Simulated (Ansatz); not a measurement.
# SiH4O (Si(OH)H3) at 6 levels

Wanted: a comparison of 6 runs (BLYP/STO-3G, SVWN5/STO-3G, UB3LYP/STO-3G, revPBE/STO-3G, wB97M-V/STO-3G, CCSD(T)/STO-3G) of SiH4O (Si(OH)H3). 

The results are computed with Ansatz 0.2.0.

57 further runs of the same task are left out: 2 that didn't finish, 55 set aside as unsound or not needed.

## 1. The system as given

SiH4O: 6 atoms, total charge 0, spin state singlet. SMILES: `[H][Si]([H])([H])O`. The O2–Si1 distance was set to 3.250 Å, away from the relaxed value. At this shape a bond of the SMILES string is far longer than usual.

Bond lengths: O2–H3 0.953 Å, Si1–H4 1.464 Å, Si1–H5 1.464 Å, Si1–H6 1.453 Å. Angles: H4–Si1–H5 108.8°, H4–Si1–H6 112.9°, H5–Si1–H6 112.9°.

## 2. A single-point energy at BLYP/STO-3G (run 1)

in.yaml reads:

```yaml
crystal:
  periodic: [false, false, false]
  atoms:
    - {symbol: Si, position_ang: [-0.060340, -0.138030, -2.032943]}
    - {symbol: O, position_ang: [-0.059540, -0.091910, 1.217130]}
    - {symbol: H, position_ang: [0.327320, 0.620940, 1.717260]}
    - {symbol: H, position_ang: [1.312750, -0.135830, -2.541883]}
    - {symbol: H, position_ang: [-0.760780, 1.035320, -2.558223]}
    - {symbol: H, position_ang: [-0.761000, -1.382730, -2.301463]}
basis:
  gaussian: {orbitals: STO-3G}
hamiltonian: {xc: {name: BLYP}}
accuracy: high
```

On the command line:

```sh
$ ansatz run in.yaml --threads 1 --pin off --max-ram 2610MiB --events-out events.jsonl --progress --plain --runs-dir runs
```

Log:

```text
Warning: RAYON_NUM_THREADS=1 ignored (pool sized by the plan → 1); use --threads N
Functional definition: BLYP
  name "BLYP"
  parameter beta = 0.0042
  parameter a = 0.04918
  parameter b = 0.132
  parameter c = 0.2533
  parameter d = 0.349
  exchange = b88_x(beta = beta)
  correlation = lyp_c(a = a, b = b, c = c, d = d)
290 factors; integrals over basis functions are off by at most 3.9e-8 eV
mean field evaluation 1: about -9850.3530 eV, gradient 3.4e1 eV
mean field evaluation 2: about -9519.0219 eV, gradient 1.1e2 eV
mean field evaluation 4: about -9850.0225 eV, gradient 3.6e1 eV
mean field evaluation 8: about -9854.9293 eV, gradient 2.6e1 eV
mean field evaluation 16: about -9861.7088 eV, gradient 3.7e-7 eV
mean field -9861.70878329 eV, -362.4111132797 hartree, gradient 4.0e-9 eV, S^2 0.000000; 0 other end points of the search recorded, 0 dependent functions left out
reference -9861.70882380 eV, -362.4111147681 hartree; 13, 13 occupied and 5, 5 virtual orbitals, 290 factors
Total energy: -9861.70882380 eV, -362.4111147681 hartree
```

Run time: 0.85 s. Hardware: 1 thread of Intel Xeon Platinum 8488C (Sapphire Rapids), shared host; peak memory 0.13 GiB.

## 3. A single-point energy at SVWN5/STO-3G (run 2)

run.yaml reads:

```yaml
basis:
  gaussian:
    orbitals: STO-3G
crystal:
  periodic: [false, false, false]
  atoms:
    - {symbol: Si, position_ang: [-0.060340, -0.138030, -2.032943]}
    - {symbol: O, position_ang: [-0.059540, -0.091910, 1.217130]}
    - {symbol: H, position_ang: [0.327320, 0.620940, 1.717260]}
    - {symbol: H, position_ang: [1.312750, -0.135830, -2.541883]}
    - {symbol: H, position_ang: [-0.760780, 1.035320, -2.558223]}
    - {symbol: H, position_ang: [-0.761000, -1.382730, -2.301463]}
hamiltonian:
  xc: {name: SVWN5}
accuracy: high
```

On the command line:

```sh
$ ansatz run run.yaml --threads 1 --pin off --max-ram 2610MiB --events-out events.jsonl --progress --plain --runs-dir runs
```

Log:

```text
Warning: RAYON_NUM_THREADS=1 ignored (pool sized by the plan → 1); use --threads N
Functional definition: SVWN5
  name "SVWN5"
  exchange = slater_x
  correlation = vwn5_c
290 factors; integrals over basis functions are off by at most 3.9e-8 eV
mean field evaluation 1: about -9803.3518 eV, gradient 3.3e1 eV
mean field evaluation 2: about -9470.9310 eV, gradient 1.1e2 eV
mean field evaluation 4: about -9801.7573 eV, gradient 3.5e1 eV
mean field evaluation 8: about -9807.5751 eV, gradient 2.6e1 eV
mean field evaluation 16: about -9814.4585 eV, gradient 3.8e-7 eV
mean field -9814.45850625 eV, -360.6746976257 hartree, gradient 4.8e-9 eV, S^2 0.000000; 0 other end points of the search recorded, 0 dependent functions left out
reference -9814.45850826 eV, -360.6746976997 hartree; 13, 13 occupied and 5, 5 virtual orbitals, 290 factors
Total energy: -9814.45850826 eV, -360.6746976997 hartree
```

Wall time 0.57 s (1 thread of Intel Xeon Platinum 8488C (Sapphire Rapids), shared host).

Runs 3 to 5 aren't shown in full; the table further down has their settings and results.

## 4. The energy at CCSD(T)/STO-3G (run 6)

Edit in.yaml of step 2 so:

```diff
@@ -1 +1,4 @@
+basis:
+  gaussian:
+    orbitals: STO-3G
 crystal:
@@ -9,5 +12,7 @@
     - {symbol: H, position_ang: [-0.761000, -1.382730, -2.301463]}
-basis:
-  gaussian: {orbitals: STO-3G}
-hamiltonian: {xc: {name: BLYP}}
 accuracy: high
+scf:
+  omitted_lower_state_checks: [cluster_reference, increment]
+correlation:
+  method: ccsd_t
+  frozen_orbitals: {H: 0, O: 1, Si: 5}
```

On the command line:

```sh
$ ansatz run in.yaml --threads 1 --pin off --max-ram 2610MiB --events-out events.jsonl --progress --plain --runs-dir runs
```

Log:

```text
Warning: RAYON_NUM_THREADS=1 ignored (pool sized by the plan → 1); use --threads N
[... 13 lines left out ...]
6 core orbitals not correlated: weight in the atoms' cores, before any rotation towards them, 1.000 or more for the frozen orbitals, at most 0.000 for the correlated occupied ones
[... 42 lines left out ...]
WARN: these amplitudes may be one of several solutions (largest doubles amplitude 0.85, level shift 12.55 eV)
Total energy: -9842.84863153 eV, -361.7180154862 hartree
Checks for a lower state left out: cluster_reference, increment
```

Wall time 0.3 s (1 thread of Intel Xeon Platinum 8488C (Sapphire Rapids), shared host).

## 5. The series

```
run           level  frozen core orbitals  energy (Eh)  wall time
  1     BLYP/STO-3G                     –  -362.411115     0.85 s
  2    SVWN5/STO-3G                     –  -360.674698     0.57 s
  3   UB3LYP/STO-3G                     –  -362.512675      2.7 s
  4   revPBE/STO-3G                     –  -362.400787     0.95 s
  5  wB97M-V/STO-3G                     –  -362.438933       11 s
  6  CCSD(T)/STO-3G                     6  -361.718015      0.3 s
```

## 6. What came out

```
                                          quantity          value
                               run 6: total energy  -361.71802 Eh
run 6: correlation energy (6 core orbitals frozen)     -281.0 mEh
                             run 6: (T) correction      -8.71 mEh
                              run 6: T1 diagnostic          0.056
```

In words: Totals of different functionals can't be ranked against each other. In run 6 the T1 diagnostic is large, so a single reference may not serve. In run 6 the log says that unrestricted orbitals would lower the reference, so the values rest on an unstable closed-shell determinant (other closed-shell runs at this shape may share the fault). In runs 1, 2, 3, 4, 5, 6 the basis is minimal, so the values are rough. In runs 1, 2, 4, 5, 6 a closed-shell determinant meets a far-stretched bond, which it describes badly. Spin contamination of the reference: run 3 ⟨S²⟩ = 0.94. Where it is this large, the reference is a mixture of spin states, and values that rest on it are in doubt. All runs together took 16 s, the longest 11 s.
